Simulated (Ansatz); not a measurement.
System: litharge SnO. Method: PBE-D3(BJ) (Ansatz, a quantum-chemistry and plane-wave program, plane waves, PAW).

Settings: plane-wave cutoff 520 eV, 10×10×8 k mesh (along the axes of the cell as run), Fermi–Dirac smearing 0.01 eV, scalar-relativistic PAW data made under PBE.

Computed at the level's own relaxed cell.

Task: Give the computed equilibrium volume per atom, bulk modulus, lattice constant a and c axis length.

Result: 
* **equilibrium volume per atom**: 17.51 Å³/atom
* **bulk modulus**: 33.0 GPa
* **lattice constant a**: 3.836 Å
* **c axis length**: 4.758 Å

The run finds no gap.

Measured, for comparison: bulk modulus 35 ± 1 GPa (temperature not stated, no zero-point or thermal correction, equation of state from high-pressure X-ray diffraction; as tabulated in Giefers, Porsch, Wortmann, Structural study of SnO at high pressure …); lattice constant a 3.801 Å, lattice parameter c 4.835 Å (temperature not stated, no zero-point or thermal correction; as tabulated in Electronic properties of the Sn1−xPbxO alloy and band alignment of the SnO/PbO …). Computed (rounded) less measured: bulk modulus -6 %, lattice constant a +0.9 %, lattice parameter c -1.6 %. A static lattice is as a rule a little smaller and stiffer than an uncorrected measurement, which narrows the difference in the lattice parameter c and would widen misses of the other sign.

Note: the gap of the solid is closed in this run; this level leaves the solid without a gap, although one is measured; the bulk modulus comes from volumes at which shape and atoms were relaxed.

Spin–orbit coupling is not included; it can open a gap where bands touch, and shift volumes and moduli.

Cost on a shared machine: very roughly 2.4 core-minutes.
